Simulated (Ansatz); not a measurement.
Ansatz (a program for electronic structure) input (r2SCAN0/def2-TZVPD):

Ansatz 0.2 input:
```yaml
crystal:
  periodic: [false, false, false]
  atoms:
    - {symbol: C, position_ang: [-0.01757571, 0.09245593, 1.57136089]}
    - {symbol: C, position_ang: [-0.00253030, 0.02041354, 0.22468106]}
    - {symbol: H, position_ang: [-0.01957867, -0.94890930, 1.97860204]}
    - {symbol: C, position_ang: [0.00393210, 1.27502722, -0.63260020]}
    - {symbol: H, position_ang: [-0.00533690, 2.15164792, 0.01652705]}
    - {symbol: H, position_ang: [0.89047130, 1.33342414, -1.28748007]}
    - {symbol: H, position_ang: [-0.86819721, 1.32921117, -1.30690294]}
    - {symbol: C, position_ang: [0.00994611, -1.24288159, -0.63099270]}
    - {symbol: H, position_ang: [0.00510366, -2.13392940, 0.00074878]}
    - {symbol: H, position_ang: [-0.86054684, -1.30287082, -1.30779127]}
    - {symbol: H, position_ang: [0.89545144, -1.29866425, -1.28839789]}
basis:
  gaussian:
    orbitals: def2-TZVPD
hamiltonian:
  xc: {name: r2SCAN0}
total_charge: -1
output: {forces: true}
```

Output:

```
Functional definition: r2SCAN0
integrals: 0.10 GiB planned
1053 factors; their error is unknown
mean field: 1.12 GiB planned
mean field evaluation 1: about -4252.8606 eV, gradient 4.6e1 eV
mean field evaluation 2: about -4222.2530 eV, gradient 8.2e1 eV
mean field evaluation 4: about -4257.9229 eV, gradient 1.2e1 eV
mean field evaluation 8: about -4258.4502 eV, gradient 1.9e-1 eV
mean field evaluation 16: about -4258.4463 eV, gradient 7.0e-3 eV
mean field -4258.44627021 eV, -156.4950139516 hartree, gradient 3.5e-5 eV, S^2 0.000000; 0 other end points of the search recorded, 0 dependent functions left out
the calculation of the forces begins
reference -4258.44628523 eV, -156.4950145036 hartree; 16, 16 occupied and 195, 195 virtual orbitals, 1053 factors
Total energy: -4258.44628523 eV, -156.4950145036 hartree
Atom 0 at    -0.017576     0.092456     1.571361 Å, force     0.003723    -0.221860    -0.288960 eV/Å
Atom 1 at    -0.002530     0.020414     0.224681 Å, force    -0.000368     0.068198     0.018526 eV/Å
Atom 2 at    -0.019579    -0.948909     1.978602 Å, force     0.000480     0.162274    -0.078650 eV/Å
Atom 3 at     0.003932     1.275027    -0.632600 Å, force    -0.000142    -0.072207     0.028548 eV/Å
Atom 4 at    -0.005337     2.151648     0.016527 Å, force     0.001071    -0.100856    -0.075071 eV/Å
Atom 5 at     0.890471     1.333424    -1.287480 Å, force    -0.109046    -0.030512     0.096858 eV/Å
Atom 6 at    -0.868197     1.329211    -1.306903 Å, force     0.107025    -0.029994     0.099244 eV/Å
Atom 7 at     0.009946    -1.242882    -0.630993 Å, force    -0.000670     0.057681     0.048137 eV/Å
Atom 8 at     0.005104    -2.133929     0.000749 Å, force     0.000474     0.095267    -0.063562 eV/Å
Atom 9 at    -0.860547    -1.302871    -1.307791 Å, force     0.109861     0.036270     0.108692 eV/Å
Atom 10 at     0.895451    -1.298664    -1.288398 Å, force    -0.112407     0.035738     0.106238 eV/Å
Dipole moment:     0.013951    -0.339301    -1.189615 e Å
```

It need not be the lowest isomer of its formula. Whether it binds its extra electron was not tested at this geometry.
